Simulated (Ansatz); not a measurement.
# SiH3+ (singlet): from Hartree-Fock to the top rungs, cc-pVDZ

The task here is to estimate one member of a computed series from the others.

Method: cc-pVDZ, core rule «outside noble gas», up to 5 orbitals frozen; program: Ansatz 0.2.0, Gaussian basis.

The runs, in order: UHF; CCSD(T) on RHF; BCCD(T) on RHF; CISD; CCSDT(Q) on RHF; CISDTQ; CCSDTQ on RHF; CASSCF and MRCISD+Q, 6 electrons in 7 orbitals; CASSCF and NEVPT2, 6 electrons in 7 orbitals; Full CI.

19 further runs of the same task are left out: 5 for a known fault of the program, 8 that didn't finish, 6 set aside as unsound or not needed.

### What is computed

The geometry is a PBE0/def2-TZVP stationary point (not a proven minimum).

4 atoms, charge 1, spin multiplicity 1.

Atoms are counted from 1 here; the program's logs count them from 0.

Bond lengths: Si1–H2 1.472 Å, Si1–H3 1.472 Å, Si1–H4 1.472 Å. Angles: H2–Si1–H3 120.0°, H2–Si1–H4 120.0°, H3–Si1–H4 120.0°.

Set-up of the first run:

in.yaml reads:

```yaml
crystal:
  periodic: [false, false, false]
  atoms:
    - {symbol: Si, position_ang: [0.000000, 0.000000, 0.000000]}
    - {symbol: H, position_ang: [1.471943, 0.014227, -0.000096]}
    - {symbol: H, position_ang: [-0.748293, 1.267623, -0.002905]}
    - {symbol: H, position_ang: [-0.723650, -1.281850, 0.003001]}
basis:
  gaussian: {orbitals: cc-pVDZ}
total_charge: 1
magnetization: {spin_polarized: true, initial_magnetization: 0}
hamiltonian: {xc: hf}
output: {orbitals: {seedname: orbitals}}
```

Started as:

```
ansatz run in.yaml --threads 1 --pin off --events-out ev --progress --plain --max-ram 2393MiB
```

Steps of the session up to this table: UHF; CCSD(T) on RHF; BCCD(T) on RHF; CISD; CCSDT(Q) on RHF; CISDTQ; CCSDTQ on RHF; CASSCF and MRCISD+Q, 6 electrons in 7 orbitals; CASSCF and NEVPT2, 6 electrons in 7 orbitals; Full CI.

One of the session's tables, all rows but one given; the rest of the session is left out.

```
          method  from FCI (meV)
             RHF         +3007.5
            RMP2          +731.8
            CISD          +151.9
           RCCSD           +55.7
        RCCSD(T)               ?
         BCCD(T)           +13.7
          RCCSDT            +1.3
          CISDTQ            +2.4
       RCCSDT(Q)            +0.3
         RCCSDTQ             0.0
  CASSCF valence         +1676.9
  NEVPT2 valence          +542.4
  MRCISD valence           +60.5
MRCISD+Q valence            +9.2
             FCI               0
```

Q: Estimate the row for RCCSD(T) from the others.

The run gave: from FCI (meV): +13.9. In the column «from FCI (meV)» it lies between BCCD(T) (+13.7) and RCCSD (+55.7).
